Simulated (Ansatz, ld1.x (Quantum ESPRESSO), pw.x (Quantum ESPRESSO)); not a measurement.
## Equation-of-state test of one ultrasoft potential (boron)

boron, ultrasoft, made with ld1.x (Quantum ESPRESSO) 7.5 (LDA (PW92), scalar-relativistic). Core [He], reference 2s2 2p1. Waves: 2s (bound): rcut 1.40, rcutus 1.60 bohr; 2s channel at 3.6 Ry: rcut 1.40, rcutus 1.60 bohr; 2p (bound): rcut 3.15, rcutus 3.70 bohr; 2p channel at 2.7 Ry: rcut 3.15, rcutus 3.70 bohr; 3d channel at -0.15 Ry: rcut 2.35, rcutus 2.75 bohr; 3d channel at 0.65 Ry: rcut 2.35, rcutus 2.75 bohr. Local part: all-electron potential smoothed inside 2.90 bohr (lloc = -1). Core correction: none. Augmentation charge: PSQ, inside the norm-conserving radii.

Atomic tests: cutoffs needed: 6 Ry and 6 Ry (the cutoffs (Ry, on a coarse ladder) from which the occupation-weighted sum of valence levels, in a spherical-Bessel basis at the reference potential, stays within 10 and 1 mRy of its value at 400 Ry); ghost test: no extra level below or beside the all-electron valence levels (s, p, d, f tested) (spherical-Bessel basis up to 400 Ry, 20 bohr box); configuration tests: 1 of 9 tests not solved or not reliable.

Crystal test: diamond B in pw.x 7.5, no spin, 11³ k-points, Fermi–Dirac smearing 0.01 Ry, cutoffs 40/320 Ry. The reference is all-electron LAPW (Ansatz 0.2.0) with the same functional, mesh and smearing; V0 and B0 come from Birch–Murnaghan fits to the pressures at five volumes. Errors are pseudo minus all-electron; Δ is the rms difference of the E(V) curves that follow from these fits, minima aligned, over ±6 % about the mean V0. Mesh and smearing are coarse, so the numbers serve the comparison and aren't converged zero-temperature values; the lattice is a test structure that the element need not adopt.

All-electron: a0 = 4.003 Å (V0 = 8.02 Å³/atom), B0 = 189.6 GPa.

Task: How far does the potential miss the all-electron equation of state?

Result: converged, but broken (pressure over 100 GPa off). The pressure does not cross zero within the volumes sampled, so no fit is given. The largest radius (3.70 bohr) exceeds half the bond length (1.64 bohr), so the spheres overlap, which is one possible source of error among others. Atomic configuration tests: 1 of 9 tests not solved or not reliable. A pressure error of this size marks a broken potential; the numbers have no physical meaning.

```json
{"V (Å³/atom)": "7.621", "P all-electron (GPa)": "10.51", "P pseudo (GPa)": "165.21"}
{"V (Å³/atom)": "7.821", "P all-electron (GPa)": "4.90", "P pseudo (GPa)": "148.18"}
{"V (Å³/atom)": "8.022", "P all-electron (GPa)": "-0.11", "P pseudo (GPa)": "132.76"}
{"V (Å³/atom)": "8.223", "P all-electron (GPa)": "-4.58", "P pseudo (GPa)": "118.77"}
{"V (Å³/atom)": "8.423", "P all-electron (GPa)": "-8.58", "P pseudo (GPa)": "106.06"}
```

Task: At the middle volume, how do free energy and pressure move when the wave cutoff is lowered (ecutrho held at 320 Ry)?

Result:

| cutoff (Ry) | shift of F (meV/atom) | shift of P (GPa) |
| --- | --- | --- |
| 18 | +2.9 | -0.02 |
| 24 | +0.9 | -0.07 |
| 32 | +0.1 | -0.02 |

The run at the middle volume (56 k-points, 10 iterations) took about 6.6 s on one core of a shared host (Neoverse-V2, 192 threads, 742 GiB, load 19).
